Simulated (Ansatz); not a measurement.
Rock-salt LiF: LDA at its full settings (plane-wave cutoff 520 eV, 14×14×14 k mesh, Fermi–Dirac smearing 0.01 eV, scalar-relativistic PAW data made under PBE) and at cheaper ones, in a cell of 2 atoms with Γ-centred meshes.

| level and setting | equilibrium lattice constant a (Å) | bulk modulus (GPa) |
|---|---|---|
| LDA (Ansatz) | 3.909 | 86.8 |
| LDA (2×2×2 k mesh) (Ansatz) | (withheld) | (withheld) |
| LDA (4×4×4 k mesh) (Ansatz) | 3.910 | 86.7 |

Problem. What belongs in the gaps?

Solution. 
- LDA (2×2×2 k mesh) (Ansatz, a quantum-chemistry and plane-wave program), equilibrium lattice constant a (Å): 4.013
- LDA (2×2×2 k mesh) (Ansatz), bulk modulus (GPa): 75.1

Largest shifts from the full settings: lattice constant a +2.66 % (LDA (2×2×2 k mesh)), against a difference of -1.59 % of the full result from the reference 3.972 Å (measured, static lattice: zero-point anharmonic expansion removed, sources range from 3.964 to 3.974; as tabulated in Mejia-Rodriguez and Trickey (2018), arXiv:1807.09216); bulk modulus -13.5 % (LDA (2×2×2 k mesh)), against a difference of +13.8 % of the full result from the reference 76.3 GPa (measured, 0 K value with the zero-point phonon effect removed; as tabulated in Mejia-Rodriguez and Trickey (2018), arXiv:1807.09216).

Ansatz's density-functional and Hartree–Fock values are scalar-relativistic unless marked +SOC, with PAW data made under PBE.

Run with cheap settings on purpose, which may leave them unconverged: LDA (2×2×2 k mesh), LDA (4×4×4 k mesh).
